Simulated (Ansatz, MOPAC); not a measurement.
Process, species as SMILES: O=S=O [sulfur dioxide] + 3 [H][H] (H2) → 2 O (H2O) + S (H2S)

Wanted: energy of full hydrogenation (enthalpy at 298 K), in kcal/mol. Terms: dispersion terms only where a functional's name holds one; spin-orbit terms left out; non-relativistic; six Cartesian d functions in 6-31G* and its kin unless marked 5d. Ab initio and DFT rows: single points at B3LYP-D3(BJ) geometries (Ansatz, an electronic-structure program), with unscaled harmonic terms from B3LYP/6-31G* at its own minima. Semi-empirical rows: MOPAC heats of formation at their own minima for 298 K.

```tsv
species	coefficient	E at B3LYP/6-31G* (Ansatz), Eh	E at PBE0/def2-TZVPD (Ansatz), Eh	H(298 K) - E, kcal/mol	heat of formation at AM1 (MOPAC), kcal/mol
O=S=O	-1	-548.58599	-548.41414	6.79	-47.04
[H][H] (H2)	-3	-1.17549	-1.16825	8.44	-5.18
O (H2O)	+2	-76.40884	-76.38086	15.65	-59.25
S (H2S)	+1	-399.38539	-399.26257	11.88	1.20
```

Measured values: Active Thermochemical Tables 1.112 (ions: stationary electron), as tabulated in the package chemicals; G2/97 table in ASE (Curtiss et al.); they hold spin-orbit and core effects, anharmonicity.  Value to compare with, the measured value: -49.5 kcal/mol. 1 Eh = 627.5095 kcal/mol.

Problem. Work the quantity out at each level, and compare with the measured value.

Solution. 
- B3LYP/6-31G*: the sum of coefficient times E is -0.09061 Eh, or -56.86 kcal/mol; the thermal terms add 11.07. Result: -45.8 kcal/mol. Its error against the measured value is 3.7 kcal/mol.
- PBE0/def2-TZVPD: the sum of coefficient times E is -0.10540 Eh, or -66.14 kcal/mol; the thermal terms add 11.07. Result: -55.1 kcal/mol. Its error against the measured value is -5.6 kcal/mol.
- AM1: the sum of coefficient times heat of formation is -54.72 kcal/mol; it needs no thermal term. Its error against the measured value is -5.2 kcal/mol.
